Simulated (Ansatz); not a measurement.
C4H5F can be A, `C=C/C=C\F`, or B, `FC1=CCC1`.

Program: Ansatz. Geometries: PBE0-D4/def2-TZVP. ΔE: electronic, gas phase. CBS: MP2 limit from def2 TZ/QZ plus the TZ coupled-cluster correction, frozen cores. Functionals use def2-TZVPP. Each species was taken in one conformer, which may not be the lowest.

(1) Which is lower in electronic energy at CCSD(T)/CBS, and by how much? (An estimate is asked.)

(2) Give E(B) − E(A) in kcal/mol with ωB97M-V, PBE-D4, PBE0-D4, B2PLYP, MP2/def2-TZVPP, CCSD/def2-TZVPP, HF/def2-TZVPP. (Best estimate.)

Largest T1 diagnostic: 0.012.

Answers

(1) Computed: A, by 7.8 kcal/mol.

(2) The calculation gave: ωB97M-V 6.3, PBE-D4 6.7, PBE0-D4 4.5, B2PLYP 10.0, MP2/def2-TZVPP 5.4, CCSD/def2-TZVPP 7.5, HF/def2-TZVPP 11.8. None reverses the order clearly.

In def2-TZVPP, CCSD(T) changes the Hartree–Fock value by −4.1 kcal/mol (the triples alone add +0.2 kcal/mol) and MP2 by −6.5 kcal/mol. From PBE to PBE0 (25 % exact exchange), in def2-TZVPP and without D4, E(B) − E(A) moves by −2.2 kcal/mol.
